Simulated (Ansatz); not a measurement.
Results of RPBE in Ansatz (plane waves, PAW) for zinc-blende BeTe.

Input:

Ansatz 0.2 input:
```yaml
crystal:
  lattice:
    - [0.0, 2.8772426078, 2.8772426078]
    - [2.8772426078, 0.0, 2.8772426078]
    - [2.8772426078, 2.8772426078, 0.0]
  atoms:
    - { symbol: Be, position: [0.0, 0.0, 0.0] }
    - { symbol: Te, position: [0.25, 0.25, 0.25] }
basis:
  ecutwfc: 520
  ecutrho_ratio: 4
  xc_grid: 2
kpoints:
  mp_grid: { grid: [10, 10, 10] }
hamiltonian:
  xc: rpbe
  dispersion: none
  pseudopotentials: { kind: paw }
scf:
  occupations: { method: fermi_dirac, width: 0.01 }
  convergence: { dr2_threshold: 0.0000000002 }
output:
  forces: true
  stress: true
  eigenvalues: true
```

### Question
How many irreducible k-points, plane waves at Γ does the program set up, and what pressure does the run end with?

### Answer
47 irreducible k-points, 1243 plane waves at Γ; P = -1.01 GPa, so the cell is stretched on average and its volume would shrink at this level.

The run printed, among other lines:

```
Crystal: 2 atoms, lattice volume = 47.639 Å³
Basis set: ecut = 520 eV, 1243 PW (Γ), exchange–correlation on 64×64×64 points (8 copies of the dense FFT grid, shifted against one another)
Bands: 13, of which v1, the nominal top of the filled ones, is band 9 counted from 1 (8 counted from 0)
Symmetry: 24 space group operations
Space group: F-43m (ITA 216), of the structure as read, at distance tolerance 3.6e-5 Å
k-points: 47 of 1000 (time reversal used)
Functional: x = rpbe, c = pbe(β = 0.06672455060314922)
SCF iter   1: F=—  HF=-7083.245236 eV  |F-HF|=—  |Δ(HF+E_count)|=         —  Δρ=1.54e-3  dr2=1.08e-3
SCF iter   2: F=—  HF=-7083.245405 eV  |F-HF|=—  |Δ(HF+E_count)|=   1.69e-4  Δρ=8.13e-4  dr2=3.03e-4
  ...
SCF iter   7: F=—  HF=-7083.245606 eV  |F-HF|=—  |Δ(HF+E_count)|=   3.05e-9  Δρ=8.86e-7  dr2=6.96e-10
SCF iter   8: F=-7083.245606 eV  HF=-7083.245606 eV  |F-HF|=2.82e-11  |Δ(HF+E_count)|=  2.52e-10  Δρ=1.81e-7  dr2=3.17e-11
SCF 1 converged in 8 iterations: F = -7083.245606 eV  dr2 = 3.17e-11
SCF converged after 8 iterations
Free energy (F): -7083.245606 eV
Internal energy: -7083.245606 eV  (E = F + TS)
E sigma→0 (E₀):  -7083.245606 eV
Fermi energy:    7.779564 eV
--- Stress (GPa, compression-positive) ---
       -1.006289      -0.000000      -0.000000
       -0.000000      -1.006289       0.000000
       -0.000000       0.000000      -1.006289
  P = ⅓ Tr σ = -1.0063 GPa (-10.063 kbar)
```

The cell is one volume of an energy–volume scan, off the minimum.

The PAW data were made under PBE.

The result took roughly 3 core-seconds.

Ansatz is a first-principles code.
